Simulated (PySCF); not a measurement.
C3H6, charge +1, multiplicity 2. Atoms are numbered in the order given.

```xyz
9

C     -1.1922     0.1818    -0.2322
C      0.0572    -0.0349     0.4666
C      1.3092    -0.1723    -0.1739
H     -1.8905    -0.6236     0.0595
H     -1.6831     1.0752     0.1907
H     -1.1060     0.2514    -1.3143
H      0.0368    -0.0993     1.5539
H      1.3803    -0.1401    -1.2577
H      2.2173    -0.3112     0.4051
```
Charge +1, spin multiplicity 2.

Geometry optimised at ωB97X-D3(BJ)/def2-TZVP. The multiplicity is an assumed one; other spin states were not compared.

The numbers are results of PBE/def2-TZVPD in PySCF, not measurements.

Mulliken values depend strongly on the basis, most of all with diffuse functions as here. ESP charges are fitted to the potential on shells at 1.4 to 2.0 van der Waals radii. Atomic charges (e):

| atom | meta-Löwdin | ESP fit | Mulliken | Mulliken spin |
|---|---|---|---|---|
| C1 | (withheld) | -0.48 | -0.63 | 0.05 |
| C2 | (withheld) | 0.28 | 0.41 | 0.29 |
| C3 | (withheld) | -0.02 | -0.48 | 0.56 |
| H4 | 0.22 | 0.25 | 0.28 | 0.06 |
| H5 | 0.22 | 0.25 | 0.28 | 0.05 |
| H6 | 0.17 | 0.21 | 0.29 | 0.00 |
| H7 | 0.19 | 0.13 | 0.32 | 0.00 |
| H8 | 0.19 | 0.19 | 0.26 | 0.00 |
| H9 | 0.20 | 0.18 | 0.26 | 0.00 |

**Question.** Complete the blanks. (An estimate is asked for; the answer gives what the named calculation found.)

**Answer.** 
- C1, meta-Löwdin: -0.34
- C2, meta-Löwdin: 0.14
- C3, meta-Löwdin: 0.01
